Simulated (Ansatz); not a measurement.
Gas-phase reaction in SMILES: CCCl + C (CH4) → CC (C2H6) [ethane] + CCl (CH3Cl) [chloromethane]

Quantity: bond separation energy (enthalpy at 298 K), in kcal/mol. Set-up: no dispersion term unless named; non-relativistic; 6-311+G** with 5d, 6d on Na to Ar in Ansatz (a program for electronic structure); six Cartesian d functions in 6-31G* and its kin unless marked 5d; no spin-orbit coupling; frozen cores in correlated levels; LANL2DZ with its own core potentials from Na on. CBS(X,Y): correlation extrapolated as X^-3; Hartree-Fock from the larger set. The bracket is a focal-point correction in the basis named. Ab initio and DFT rows: single points at B3LYP-D3(BJ) geometries (Ansatz), with unscaled harmonic terms from B3LYP/6-31G* (Ansatz) at its own minima.

Measured values: Active Thermochemical Tables 1.112 (ions: stationary electron), as tabulated in the package chemicals; they hold spin-orbit and core effects, anharmonicity. 

Value to compare with, the measured value: 4.6 kcal/mol.

| level | program | bond separation energy (enthalpy at 298 K) (kcal/mol) | error |
|---|---|---|---|
| PBE/STO-3G | Ansatz | 3.2 | -1.4 |
| PBE/3-21G | Ansatz | 5.9 | 1.3 |
| PBE/LANL2DZ | Ansatz | 5.7 | 1.1 |
| PBE/6-31G* | Ansatz | 4.3 | -0.3 |
| PBE/def2-SVP | Ansatz | 4.6 | 0.0 |
| PBE/6-311+G** | Ansatz | 4.6 | 0.0 |
| PBE/def2-TZVPD | Ansatz | 4.3 | -0.3 |
| RI-MP2/CBS(cc-pV(T+d)Z,cc-pV(Q+d)Z)+[CCSD(T)-MP2]/cc-pV(T+d)Z | Ansatz | 4.6 | 0.0 |

2 of the 6 habitual levels lie above the measured value; their mean absolute error is 0.7 kcal/mol, the median 0.7.

The sets are all those run for this method; left out are runs that failed, that the program found above a lower state of the same kind, or whose <S^2> lies over 0.5 above the pure value.
